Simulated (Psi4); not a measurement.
# MgHSF (SMILES [F][Mg][SH]): a chain of runs

We compute a series of 10 runs (PBE-D4/def2-SVP, PBE0-D4/def2-TZVP, PBE-D4/def2-TZVPP, r2SCAN-D4/def2-TZVPP, B3LYP-D4/def2-TZVPP, PBE0-D4/def2-TZVPP, wB97M-V/def2-TZVPP, CCSD(T)/def2-TZVPP, and more) of MgHSF. 

Program for the calculation: Psi4 1.11.

## 1. The system as given

MgHSF has 4 atoms, charge 0, and is taken as a singlet. SMILES: `[F][Mg][SH]`. Geometry: a GFN2-xTB, rattled relaxation, a rough one for these elements and not checked as a minimum. The run starts from this shape.

Bond lengths: F1–Mg2 1.720 Å, Mg2–S3 2.322 Å, S3–H4 1.324 Å. Angles: F1–Mg2–S3 117.8°, Mg2–S3–H4 85.7°.

## 2. A geometry optimisation at PBE-D4/def2-SVP (density fitting) (run 1)

Contents of calc.in:

```
memory 3300 MB

molecule m {
  F     -0.514727    -0.025425     1.836608
  Mg    -0.968027     0.568101     0.287075
  S      0.390014     0.032172    -1.518874
  H      1.181692    -0.540222    -0.625299
  symmetry c1
}

set {
  basis def2-SVP
  scf_type df
  geom_maxiter 60
  max_force_g_convergence 0.0005
}

result, w = opt("pbe-d4", return_wfn=True)
```

On the command line:

```bash
$ psi4 -n 2 calc.in calc.out
```

calc.out:

```text
Psi4 1.11 release

gradient() will perform analytic gradient computation.

   => Loading Basis Set <=

    Name: DEF2-SVP
    Role: ORBITAL
    Keyword: BASIS

   => PBE-D4(BJ,EEQ)ATM: Empirical Dispersion <=

        a1 =       0.385750
        a2 =       4.806885
       alp =      16.000000
        s6 =       1.000000
        s8 =       0.959481
        s9 =       1.000000
        ga =       3.000000
        gc =       2.000000
        wf =       6.000000

         ---------------------------------------------------------
                                   SCF
                              RKS Reference
                        2 Threads,   3147 MiB Core
         ---------------------------------------------------------

  ==> Geometry <==

    Molecular point group: c1
    Full point group: C1

    Geometry (in Angstrom), charge = 0, multiplicity = 1:

       Center              X                  Y                   Z               Mass
    ------------   -----------------  -----------------  -----------------  -----------------
         F           -0.260174414409    -0.204814792506     1.934202634894    18.998403162730
         MG          -0.713474414409     0.388711207494     0.384669634894    23.985041697000
         S            0.644566585591    -0.147217792506    -1.421279365106    31.972071174400
         H            1.436244585591    -0.719611792506    -0.527704365106     1.007825032230

  Running in c1 symmetry.

  Rotational constants: A =      0.96441  B =      0.10771  C =      0.09690 [cm^-1]
  Rotational constants: A =  28912.24656  B =   3229.01234  C =   2904.88220 [MHz]
  Nuclear repulsion =  109.321247794832104

  Charge       = 0
  Multiplicity = 1
  Electrons    = 38
  Nalpha       = 19
  Nbeta        = 19

  ==> Algorithm <==

  SCF Algorithm Type is DF.
  DIIS enabled.
  MOM disabled.
  Fractional occupation disabled.
  Guess Type is SAD.
  Energy threshold   = 1.00e-08
  Density threshold  = 1.00e-08
  Integral threshold = 1.00e-12

  ==> Primary Basis <==

  Basis Set: DEF2-SVP
    Blend: DEF2-SVP
    Number of shells: 25
    Number of basis functions: 55
    Number of Cartesian functions: 58
    Spherical Harmonics?: true
    Max angular momentum: 2

  ==> DFT Potential <==

   => LibXC <=

    Version 7.1.2

   => Composite Functional: PBE-D4BJEEQATM <=

    PBE GGA Exchange-Correlation Functional

    Deriv               =              1
    GGA                 =           TRUE
    Meta                =          FALSE

    Exchange Hybrid     =          FALSE
    MP2 Hybrid          =          FALSE

   => Exchange Functionals <=

    1.0000     XC_GGA_X_PBE

   => Correlation Functionals <=

    1.0000     XC_GGA_C_PBE

   => LibXC Density Thresholds  <==

    XC_GGA_C_PBE:  1.00E-12
    XC_GGA_X_PBE:  1.00E-15

   => Molecular Quadrature <=

    Radial Scheme          =       TREUTLER
    Pruning Scheme         =           NONE
    Nuclear Scheme         =       TREUTLER

    Blocking Scheme        =         OCTREE
    BS radius alpha        =              1
    Pruning alpha          =              1
    Radial Points          =             75
    Spherical Points       =            302
    Total Points           =          87511
    Total Blocks           =            725
    Max Points             =            256
    Max Functions          =             54
    Weights Tolerance      =       1.00E-15

   => Loading Basis Set <=

    Name: (DEF2-SVP AUX)
    Role: JKFIT
    Keyword: DF_BASIS_SCF

  ==> Integral Setup <==

  DFHelper Memory: AOs need 0.009 GiB; user supplied 2.195 GiB.
  SCF_SUBTYPE=INCORE selected. In-core MEM_DF algorithm will be used.
  Using in-core AOs.

  ==> MemDFJK: Density-Fitted J/K Matrices <==

    J tasked:                   Yes
    K tasked:                    No
    wK tasked:                   No
    Memory [MiB]:              2247
    Algorithm:                 Core
    Schwarz Cutoff:           1E-12
    Mask sparsity (%):       3.7025
    Fitting Condition:        1E-10

   => Auxiliary Basis Set <=

  Basis Set: (DEF2-SVP AUX)
    Blend: DEF2-UNIVERSAL-JKFIT
    Number of shells: 103
    Number of basis functions: 335
    Number of Cartesian functions: 405
    Spherical Harmonics?: true
    Max angular momentum: 4

  Cached 100.0% of DFT collocation blocks in 0.110 [GiB].

  Minimum eigenvalue in the overlap matrix is 1.9212210703E-02.
  Reciprocal condition number of the overlap matrix is 4.7427880911E-03.
    Using symmetric orthogonalization.

  ==> Pre-Iterations <==

  SCF Guess: Superposition of Atomic Densities via on-the-fly atomic UHF (no occupation information).

   -------------------------
    Irrep   Nso     Nmo
   -------------------------
     A         55      55
   -------------------------
    Total      55      55
   -------------------------

  ==> Iterations <==

                           Total Energy        Delta E     RMS |[F,P]|

[... 2 lines left out ...]
   @DF-RKS iter   2:  -695.24173768267303    2.68547e+00   4.39979e-02 ADIIS/DIIS
[... 5 lines left out ...]
   @DF-RKS iter   8:  -698.13640643376471   -3.82289e-06   5.66766e-06 DIIS
[... 32 lines left out ...]
    Final Occupation by Irrep:
[... 13 lines left out ...]
    Empirical Dispersion Energy =          -0.0021031616925834
[... 91 lines left out ...]
    Weights Tolerance      =       1.00E-15
[... 191 lines left out ...]
                           Total Energy        Delta E     RMS |[F,P]|
[... 6 lines left out ...]
   @DF-RKS iter   5:  -698.14387103019544   -9.02483e-07   7.85970e-06 DIIS
[... 11 lines left out ...]
    Final Occupation by Irrep:
[... 13 lines left out ...]
    Empirical Dispersion Energy =          -0.0020396317003445
[... 60 lines left out ...]
    Weights Tolerance      =       1.00E-15
[... 160 lines left out ...]
                           Total Energy        Delta E     RMS |[F,P]|
[... 6 lines left out ...]
   @DF-RKS iter   5:  -698.15134677390836   -2.18240e-05   2.33580e-05 DIIS
[... 11 lines left out ...]
    Final Occupation by Irrep:
[... 13 lines left out ...]
    Empirical Dispersion Energy =          -0.0019473139523695
[... 60 lines left out ...]
    Weights Tolerance      =       1.00E-15
[... 160 lines left out ...]
                           Total Energy        Delta E     RMS |[F,P]|
[... 6 lines left out ...]
   @DF-RKS iter   5:  -698.15551141319202   -1.79851e-05   1.86809e-05 DIIS
[... 11 lines left out ...]
    Final Occupation by Irrep:
[... 13 lines left out ...]
    Empirical Dispersion Energy =          -0.0019023113943376
[... 60 lines left out ...]
    Weights Tolerance      =       1.00E-15
[... 150 lines left out ...]
   @DF-RKS iter   3:  -698.15770838010394   -2.52626e-03   3.68292e-04 ADIIS/DIIS
[... 5 lines left out ...]
   @DF-RKS iter   9:  -698.15786064465010   -3.04681e-11   5.38879e-09 DIIS
[... 19 lines left out ...]
    Two-Electron Energy =                 427.9909441305296127
[... 19 lines left out ...]
 Dipole Y            :          0.7159412           -0.7864921           -0.0705509
[... 99 lines left out ...]
	  Convergence Criteria              o    5.00e-04 *             o             o             o~
[... 102 lines left out ...]
   @DF-RKS iter   3:  -698.15811735273212   -2.02221e-05   7.01504e-05 DIIS
[... 5 lines left out ...]
   @DF-RKS iter   9:  -698.15812422316344    2.27374e-13   8.90430e-10 DIIS
[... 19 lines left out ...]
    Two-Electron Energy =                 428.1449215525109366
[... 19 lines left out ...]
 Dipole Y            :          0.6847223           -0.8031299           -0.1184076
[... 99 lines left out ...]
	  Convergence Criteria              o    5.00e-04 *             o             o             o
[... 102 lines left out ...]
   @DF-RKS iter   3:  -698.15822221683777   -1.47468e-05   5.93996e-05 DIIS
[... 5 lines left out ...]
   @DF-RKS iter   9:  -698.15822732854019    2.95586e-12   8.59113e-10 DIIS
[... 19 lines left out ...]
    Two-Electron Energy =                 428.2981907757309159
[... 19 lines left out ...]
 Dipole Y            :          0.6649034           -0.8190209           -0.1541175
[... 99 lines left out ...]
	  Convergence Criteria              o    5.00e-04 *             o             o             o
[... 102 lines left out ...]
   @DF-RKS iter   3:  -698.15823211927932   -9.74027e-07   1.07141e-05 DIIS
[... 5 lines left out ...]
  Energy and wave function converged.
[... 19 lines left out ...]
    DFT Exchange-Correlation Energy =     -52.6426892676970652
[... 19 lines left out ...]
 Dipole Z            :          3.0389314           -3.2374135           -0.1984821
[... 165 lines left out ...]
    Weights Tolerance      =       1.00E-15
[... 36 lines left out ...]
   @DF-RKS iter   4:  -698.15685197079108   -1.77389e-04   5.87353e-05 DIIS
[... 5 lines left out ...]
  Energy and wave function converged.
[... 19 lines left out ...]
    DFT Exchange-Correlation Energy =     -52.6384608222864827
[... 19 lines left out ...]
 Dipole Z            :          3.3245521           -3.4270926           -0.1025405
[... 165 lines left out ...]
    Weights Tolerance      =       1.00E-15
[... 25 lines left out ...]
   @DF-RKS iter   4:  -698.15821391122086   -9.59573e-05   7.94811e-05 DIIS
[... 5 lines left out ...]
  Energy and wave function converged.
[... 19 lines left out ...]
    Virtual:

      20A     -0.085385    21A     -0.034650    22A     -0.019370
      23A     -0.000453    24A      0.070518    25A      0.081739
      26A      0.130207    27A      0.146160    28A      0.175093
[... 8 lines of this table left out ...]
      53A      3.039612    54A      3.040047    55A      3.053805

    Final Occupation by Irrep:
              A
    DOCC [    19 ]
    NA   [    19 ]
    NB   [    19 ]

  @DF-RKS Final Energy:  -698.15822641234297

   => Energetics <=

    Nuclear Repulsion Energy =            104.5494805445644602
    One-Electron Energy =               -1178.3127733727526447
    Two-Electron Energy =                 428.2492055139965146
    DFT Exchange-Correlation Energy =     -52.6422583428473985
    Empirical Dispersion Energy =          -0.0018807553038242
    VV10 Nonlocal Energy =                  0.0000000000000000
    Total Energy =                       -698.1582264123429695

Computation Completed

Properties will be evaluated at   0.000000,   0.000000,   0.000000 [a0]

Properties computed using the SCF density matrix

 Multipole Moments:

 ------------------------------------------------------------------------------------
     Multipole            Electronic (a.u.)      Nuclear  (a.u.)        Total (a.u.)
 ------------------------------------------------------------------------------------

 L = 1.  Multiply by 2.5417464519 to convert [e a0] to [Debye]
 Dipole X            :         -2.0373143            2.4300932            0.3927790
 Dipole Y            :          0.6684444           -0.8201848           -0.1517403
 Dipole Z            :          3.0651410           -3.2537767           -0.1886357
 Magnitude           :                                                    0.4613934

 ------------------------------------------------------------------------------------

	total time  =          7 seconds =       0.12 minutes

         ------------------------------------------------------------
                                   SCF GRAD
         ------------------------------------------------------------

  ==> Geometry <==

    Molecular point group: c1
    Full point group: C1

    Geometry (in Angstrom), charge = 0, multiplicity = 1:

       Center              X                  Y                   Z               Mass
    ------------   -----------------  -----------------  -----------------  -----------------
         F           -0.856864204792     0.116612003661     2.165859737139    18.998403162730
         MG          -0.193103494993     0.035126007570     0.524655188599    23.985041697000
         S            0.599937834004    -0.071811677702    -1.641084809716    31.972071174400
         H            1.715964391933    -0.756056379219    -1.253067422733     1.007825032230

  Nuclear repulsion =  104.549480544564460

   => Molecular Quadrature <=

    Radial Scheme          =       TREUTLER
    Pruning Scheme         =           NONE
    Nuclear Scheme         =       TREUTLER

    Blocking Scheme        =         OCTREE
    BS radius alpha        =              1
    Pruning alpha          =              1
    Radial Points          =             75
    Spherical Points       =            302
    Total Points           =          87457
    Total Blocks           =            722
    Max Points             =            251
    Max Functions          =             54
    Weights Tolerance      =       1.00E-15

  -Total Gradient:
     Atom            X                  Y                   Z
    ------   -----------------  -----------------  -----------------
       1       -0.000167732447    -0.000061343817     0.000022429013
       2        0.000251545008     0.000227221550    -0.000170664981
       3       -0.000127928841    -0.000088163994     0.000207813534
       4        0.000129166799    -0.000054552283    -0.000145043772

	total time  =          4 seconds =       0.07 minutes

    			-----------------------------------------

    			 OPTKING 3.0: for geometry optimizations

    			        with contributions from

    			-----------------------------------------

	                            ===> Fragment 1 <==

	 Z (Atomic Numbers)          Masses                          Geom
	       9.000000            18.998403         -1.61923867  0.22036475  4.09288173
	      12.000000            23.985042         -0.36491272  0.06637853  0.99145462
	      16.000000            31.972071          1.13371820 -0.13570440 -3.10120084
	       1.000000             1.007825          3.24270274 -1.42873949 -2.36795425

	 - Coordinate -           - BOHR/RAD -       - ANG/DEG -
	 R(1,2)           =         3.349014           1.772222
	 R(2,3)           =         4.363091           2.308848
	 R(3,4)           =         2.580195           1.365380
	 B(2,3,4)         =         1.608199          92.143000
	 L(1,2,3)         =         3.108314         178.093302
	 l(1,2,3)         =         3.141593         180.000000

	        --- Internal Coordinate Step in ANG or DEG, aJ/ANG or AJ/DEG ---
	-------------------------------------------------------------------------------
	           Coordinate      Previous         Force          Change          New
	           ----------      --------        ------          ------        ------
	               R(1,2)       1.77222       -0.00092       -0.00199       1.77023
	               R(2,3)       2.30885        0.00081        0.00108       2.30993
	               R(3,4)       1.36538       -0.00054       -0.00038       1.36500
	             B(2,3,4)      92.14300       -0.00003       -1.00328      91.13972
	             L(1,2,3)     178.09330        0.00004        1.90727     180.00057
	             l(1,2,3)     180.00000        0.00002        0.00301     180.00301
	-------------------------------------------------------------------------------

	                                 ==> Convergence Check <==

	Measures of convergence in internal coordinates in au.

	Criteria marked as inactive (o), active & met (*), and active & unmet ( ).

	----------------------------------------------------------------------------------------------
	   Step    Total Energy     Delta E     Max Force     RMS Force      Max Disp      RMS Disp
	----------------------------------------------------------------------------------------------
	  Convergence Criteria              o    5.00e-04 *             o             o             o
	----------------------------------------------------------------------------------------------
	     6    -698.15822641   -1.37e-03 o    4.76e-04 *    3.00e-04 o    3.33e-02 o    1.55e-02 o  ~
	----------------------------------------------------------------------------------------------

Next Geometry in Ang
	Fragment 1 (Ang)

	    F  -0.8354099294   0.1122946694   2.1644170662
	   Mg  -0.2105605232   0.0341295934   0.5099749063
	    S   0.6048116320  -0.0677445759  -1.6488609975
	    H   1.7070933467  -0.7548097326  -1.2291682817

    Final optimized geometry and variables:
    Molecular point group: c1
    Full point group: C1

    Geometry (in Angstrom), charge = 0, multiplicity = 1:

    F           -0.856864204792     0.116612003661     2.165859737139
    MG          -0.193103494993     0.035126007570     0.524655188599
    S            0.599937834004    -0.071811677702    -1.641084809716
    H            1.715964391933    -0.756056379219    -1.253067422733

    Psi4 run time: 0:01:35.25

[set-up sections that repeat, and orbital energies of the middle runs, are left out above]
```

On the terminal:

```text
Optimizer: Optimization complete!
```

Run time: 98 s. Hardware: 2 threads of AMD EPYC (Zen 3), shared host; peak memory 0.39 GiB.

The path in brief:

```tsv
step	energy from the first frame kept (eV)	largest force (eV/Å)
0	0.0000	1.6636
1	-0.2031	0.7392
2	-0.4066	0.6958
3	-0.5199	0.6602
4	-0.5838	0.3378
5	-0.5910	0.1461
6	-0.5938	0.0390
7	-0.5939	0.0305
8	-0.5565	0.2836
9	-0.5938	0.0195
```

After the run. Bond lengths: F1–Mg2 1.772 Å, Mg2–S3 2.309 Å, S3–H4 1.365 Å. Angles: F1–Mg2–S3 178.1°, Mg2–S3–H4 92.1°.

[end of part 1 of 2]
